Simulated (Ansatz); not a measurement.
Cost against result

The pair of NH3 (SMILES N, atoms 1–4) and HCN (SMILES C#N, atoms 5–7), both closed shells, in one local arrangement (a lower one may exist), relaxed at PBE0-D4/def2-TZVP:

N1  (-0.045, -0.127, -1.180)
H2  (-0.218, 0.755, -1.648)
H3  (0.822, -0.496, -1.553)
H4  (-0.783, -0.762, -1.462)
C5  (0.074, 0.208, 1.929)
N6  (0.118, 0.331, 3.069)
H7  (0.032, 0.091, 0.845)
(Å)

Interaction energies are counterpoise-corrected; the time is that of the whole pair.

Program: Ansatz 0.2.0. Basis: as named in each row. Cores are frozen in the correlated methods. B3LYP uses VWN-RPA correlation. Extrapolation: Hartree–Fock as exp(−7.88 √X), correlation as X^−2.97.

Times are rough, for one single point on 2 threads of a shared host (Arm Neoverse V1).

The estimate by CCSD(T) at an estimated basis limit (MP2 extrapolated from triple and quadruple zeta, plus CCSD(T) − MP2 in triple zeta) is -6.52 kcal/mol.

```csv
method,basis,time (s),interaction energy (kcal/mol),method less estimate
HF,STO-3G,under 1,-4.67,1.85
PBE-D4,STO-3G,under 1,-9.91,-3.39
SPW92,def2-SVP,under 1,-11.50,-4.98
B3LYP-D4,6-31G,under 1,-10.76,-4.24
PBE-D4,def2-SVP,under 1,-8.80,-2.28
PBE0-D4,def2-SVP,under 1,-8.93,-2.41
CCSD(T),def2-SVP,under 1,-6.11,0.41
PBE-D4,def2-TZVPPD,1,-7.29,-0.77
revPBE-D4,def2-TZVPPD,1,-6.51,0.01
BLYP-D4,def2-TZVPPD,2,-6.54,-0.01
PBE0-D4,def2-TZVPPD,2,-7.48,-0.95
B3LYP-D4,def2-TZVPPD,2,-7.00,-0.48
HSE06-D4,def2-TZVPPD,2,-7.47,-0.95
wB97M-V,def2-SVP,2,-8.21,-1.69
r2SCAN-D4,def2-TZVPPD,2,-6.82,-0.29
B2PLYP,def2-TZVPPD,3,-6.29,0.23
wB97X-V,def2-TZVPPD,4,-6.81,-0.29
wB97M-V,def2-TZVPPD,5,-6.78,-0.26
B97M-V,def2-TZVPPD,6,-6.75,-0.23
MP2,def2-QZVPPD,11,-6.45,0.07
CCSD(T),def2-TZVPPD,32,-6.14,0.38
```

T1 diagnostic: at most 0.015. The restricted Hartree–Fock reference is unstable towards an unrestricted one at one or more of these structures.
